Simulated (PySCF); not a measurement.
**[H2PO2]− (SMILES O=[PH2][O-]) at wB97X-V/STO-3G**

What is the vertical singlet–triplet gap of [H2PO2]− at wB97X-V/STO-3G? The job is set up through a Python script.

The calculation is run with PySCF 2.14.0.

10 further runs of the same task are left out: 4 that didn't finish, 6 set aside as unsound or not needed.

## (1) The system as given

[H2PO2]− has 5 atoms, charge -1, and is taken as a singlet. As SMILES, `O=[PH2][O-]`. Geometry: relaxed at GFN2-xTB.

Bond lengths: O1–P2 1.478 Å, P2–O3 1.478 Å, P2–H4 1.412 Å, P2–H5 1.412 Å. Angles: O1–P2–O3 118.5°, O1–P2–H4 110.1°, O1–P2–H5 110.1°, O3–P2–H4 110.1°, O3–P2–H5 110.1°, H4–P2–H5 95.5°.

## (2) A single-point energy at wB97X-V/STO-3G

Input file start.xyz:

```xyz
5

O     -0.569750     0.418060     1.344900
P      0.023990    -0.029410     0.067110
O      1.087130    -1.056140     0.105400
H     -0.993470    -0.417790    -0.831230
H      0.452100     1.085290    -0.686190
```

Input file run.py:

```python
# O=[PH2][O-]
from pyscf import gto, dft

system = gto.Mole()
system.atom = 'start.xyz'
system.basis = 'sto-3g'
system.spin = 0
system.max_memory = 1860
system.verbose = 3
system.charge = -1
system.build()

mf = dft.RKS(system)
mf.xc = 'wb97x-v'
mf.grids.level = 5
mf.conv_tol = 1e-10
mf.nlcgrids.level = 1
mf.kernel()
if not mf.converged:
    mf = mf.newton().run(mf.mo_coeff, mf.mo_occ)

etot = mf.e_tot
print('Final energy', etot)
```

Run with:

```bash
OMP_NUM_THREADS=1 python run.py
```

Log:

```text
converged SCF energy = -486.618460154885
Final energy -486.618460154885
```

It took 21 s on 1 thread of Arm Neoverse V1, shared host; peak memory 0.21 GiB.

## (3) The triplet

Input file geometry.xyz:

```xyz
5
H2O2P
O     -0.569750     0.418060     1.344900
P      0.023990    -0.029410     0.067110
O      1.087130    -1.056140     0.105400
H     -0.993470    -0.417790    -0.831230
H      0.452100     1.085290    -0.686190
```

Input file calc.py:

```python
from pyscf import gto, dft

mol = gto.M(
    atom='geometry.xyz',
    max_memory=1860,
    spin=2,
    basis='sto-3g',
    verbose=4,
    charge=-1,
)

mf = dft.UKS(mol, xc='wb97x-v')
mf.nlcgrids.level = 1
mf.conv_tol = 1e-10
mf.grids.level = 5
mf.kernel()
if not mf.converged:
    mf = mf.newton().run(mf.mo_coeff, mf.mo_occ)

etot = mf.e_tot
print('E = %.10f Eh' % etot)
```

Run with:

```bash
OMP_NUM_THREADS=1 python calc.py
```

Log:

```text
PySCF version 2.14.0

[... 77 lines left out ...]
[... the frontier-level lines of each cycle are left out ...]
[... 17 lines left out ...]
[... 17 lines left out ...]
[... 17 lines left out ...]
[... 17 lines left out ...]
[... 17 lines left out ...]
[... 17 lines left out ...]
[... 5 lines left out ...]

cycle= 22 E= -486.278691853172  delta_E= 5.26e-09  |g|= 1.05e-05  |ddm|= 0.000907


cycle= 23 E= -486.278691852083  delta_E= 1.09e-09  |g|= 2.69e-06  |ddm|= 0.00059


cycle= 24 E= -486.278691852133  delta_E= -5.02e-11  |g|= 1.39e-06  |ddm|= 0.000103


Extra cycle  E= -486.278691852143  delta_E= -9.78e-12  |g|= 1.24e-06  |ddm|= 1.23e-05
converged SCF energy = -486.278691852143  <S^2> = 2.0152959  2S+1 = 3.01018
E = -486.2786918521 Eh
```

It took 50 s on 1 thread of Arm Neoverse V1, shared host; peak memory 0.21 GiB.

## (4) What came out

Level: wB97X-V/STO-3G.

| quantity | value |
| --- | --- |
| singlet: total energy | -486.61846 Eh |
| singlet: HOMO energy | 3.84 eV |
| singlet: LUMO energy | 19.25 eV |
| singlet: HOMO–LUMO gap (to an unbound level, set by the basis) | 15.41 eV |
| triplet: total energy | -486.27869 Eh |
| triplet: HOMO energy (highest over α and β) | 12.75 eV |
| triplet: ⟨S²⟩ | 2.015 |
| vertical energy of the triplet above the singlet | 9.246 eV |

At this shape the triplet lies 9.25 eV (213 kcal/mol) above the singlet. For an anion a state so high probably lies above electron detachment. In a minimal basis such a difference can be off by several eV, whatever the method. The HOMO (singlet) lies at positive energy, 3.84 eV; only total energies tell whether the electron is bound. The HOMO (triplet) lies at positive energy, 12.75 eV; only total energies tell whether the electron is bound.
